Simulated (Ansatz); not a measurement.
# Nudged elastic band run: CH5N2, charge +1

input.yaml

```yaml
crystal:
  periodic: [false, false, false]
  atoms:
    - { symbol: "N", position_ang: [-0.78691, 0.568595, -1.333904] }
    - { symbol: C, position_ang: [-0.173003, 0.709794, -0.271117] }
    - { symbol: "N", position_ang: [0.365304, -0.443911, 0.612421] }
    - { symbol: H, position_ang: [-0.978847, -0.368865, -1.700579] }
    - { symbol: H, position_ang: [0.073592, 1.677288, 0.190541] }
    - { symbol: H, position_ang: [1.389006, -0.3679, 0.72791] }
    - { symbol: H, position_ang: [0.158504, -1.372696, 0.216327] }
    - { symbol: H, position_ang: [-0.047655, -0.402306, 1.558391] }
total_charge: 1
basis:
  gaussian: { orbitals: def2-SVP }
hamiltonian:
  xc: r2scan
  dispersion: d4
neb:
  order_check: false
  images: 9
  f_tol: 0.03
  max_iterations: 60
  initial_path: idpp
  final_atoms:
    - { symbol: "N", position_ang: [-0.96394846, 0.62641955, -1.18393405] }
    - { symbol: C, position_ang: [0.01702219, 0.64826301, -0.43280241] }
    - { symbol: "N", position_ang: [0.37711346, -0.44757284, 0.60231537] }
    - { symbol: H, position_ang: [-1.61922129, -0.16085907, -1.15568819] }
    - { symbol: H, position_ang: [0.76682662, 1.45208362, -0.39815542] }
    - { symbol: H, position_ang: [0.40607543, -0.0536912, 1.55696236] }
    - { symbol: H, position_ang: [1.31401005, -0.83813659, 0.41018666] }
    - { symbol: H, position_ang: [-0.29788701, -1.22650747, 0.60110568] }
```

Command:

```bash
$ ansatz run input.yaml --threads 1 --pin off --max-ram 2048MiB --backend cpu --events-out ev --progress --plain --runs-dir out
```

Output, in part (warnings, iteration lines, the closing report on the highest movable image, with atoms numbered from 0):

```
NEB end point (image 0): max|allowed force component| = 1.097e-2 eV/Å (the criterion of neb.relax_end_points is 1.000e-2)
NEB end point (image 10): max|allowed force component| = 1.396e-2 eV/Å (the criterion of neb.relax_end_points is 1.000e-2)
NEB iter   1: max|band force component| = 5.647e-1 eV/Å  barrier→ = 0.0687 eV  barrier← = 0.0687 eV  Δτ_max = 0.0328 Å  (279 SCF iters)
NEB iter   2: max|band force component| = 3.472e-1 eV/Å  barrier→ = 0.0461 eV  barrier← = 0.0460 eV  CI = image 5  Δτ_max = 0.0344 Å  (270 SCF iters)
NEB iter   3: max|band force component| = 2.002e-1 eV/Å  barrier→ = 0.0385 eV  barrier← = 0.0385 eV  CI = image 5  Δτ_max = 0.0216 Å  (270 SCF iters)
NEB iter   4: max|band force component| = 1.214e-1 eV/Å  barrier→ = 0.0379 eV  barrier← = 0.0379 eV  CI = image 5  Δτ_max = 0.0112 Å  (265 SCF iters)
NEB iter   5: max|band force component| = 3.827e-2 eV/Å  barrier→ = 0.0375 eV  barrier← = 0.0375 eV  CI = image 5  Δτ_max = 0.0042 Å  (275 SCF iters)
NEB iter   6: max|band force component| = 2.158e-2 eV/Å  barrier→ = 0.0375 eV  barrier← = 0.0375 eV  CI = image 5  Δτ_max = 0.0000 Å  (690 SCF iters)
Total energy: -4084.94919782 eV, -150.1191141420 hartree
Atom 0 at    -1.095757     0.652956    -1.041414 Å, force     0.004028    -0.001966     0.005235 eV/Å
Atom 1 at    -0.066153     0.702782    -0.361925 Å, force     0.001916    -0.003790     0.002902 eV/Å
Atom 2 at     0.462525    -0.469783     0.527237 Å, force    -0.000853     0.001065    -0.001183 eV/Å
Atom 3 at    -1.671171    -0.194925    -1.050795 Å, force    -0.002718     0.002838    -0.003759 eV/Å
Atom 4 at     0.607937     1.567994    -0.292905 Å, force    -0.001947     0.001204    -0.002525 eV/Å
Atom 5 at     1.335642    -0.217498     1.014297 Å, force    -0.001977     0.001461    -0.001700 eV/Å
Atom 6 at     0.656053    -1.309063    -0.041143 Å, force     0.000935    -0.000469     0.001182 eV/Å
Atom 7 at    -0.229086    -0.732463     1.246639 Å, force     0.000616    -0.000343    -0.000152 eV/Å
Dipole moment:     0.516379    -0.746611     0.688548 e Å
```

The forces met the threshold. A vibrational analysis at the climbing image gives one clearly imaginary mode, 145i cm⁻¹: a first-order saddle point. Limits of this set-up: the dipole of an ion depends on the origin.

Final band (atoms are numbered from 1 in the order of the input):

| image | path coordinate (Å) | energy (kJ/mol) | dihedral N1–C2–N3–H8 (°) |
| --- | --- | --- | --- |
| 0 | 0.00 | 0.0 | -121 |
| 1 | 0.28 | 0.4 | -108 |
| 2 | 0.56 | 1.3 | -96 |
| 3 | 0.84 | 2.4 | -84 |
| 4 | 1.12 | 3.3 | -72 |
| 5 | 1.40 | 3.6 | -60 |
| 6 | 1.68 | 3.3 | -48 |
| 7 | 1.96 | 2.4 | -36 |
| 8 | 2.24 | 1.3 | -24 |
| 9 | 2.52 | 0.3 | -12 |
| 10 | 2.80 | 0.0 | 0 |

The run took 2.5 min on 1 thread of Arm Neoverse V1 (shared host), peak memory 0.12 GiB.
